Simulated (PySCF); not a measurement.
Working out the ionisation energy of Mg

Mg [Ne] 3s2 (1S) → Mg⁺ [Ne] 3s1 (2S). Calculation: PySCF 2.14, in aug-cc-pCVTZ; no relativity, point nucleus. Frozen: nothing. Energies in hartree (1 hartree = 27.21139 eV):

```
             part   Mg (lower)  Mg⁺ (upper)
              UHF  -199.613351  -199.370575
MP2 opposite-spin    -0.245147    -0.219164
    MP2 same-spin    -0.079360    -0.077270
```

What does Hartree-Fock give?

(-199.370575) − (-199.613351) = 0.242776 hartree = 6.606 eV.

What do MP2 and SCS-MP2 (6/5 opposite-spin, 1/3 same-spin) give?

The opposite-spin parts differ by 0.707 eV and the same-spin parts by 0.057 eV. MP2: 6.606 + (0.707) + (0.057) = 7.370 eV. SCS-MP2: 6.606 + 1.2 × (0.707) + (0.057)/3 = 7.473 eV.

Measured between the centres of the two terms (NIST): 7.646 eV, so MP2 (all electrons) is off by -0.276 eV.

What remains against the reference includes basis incompleteness and correlation beyond second order.
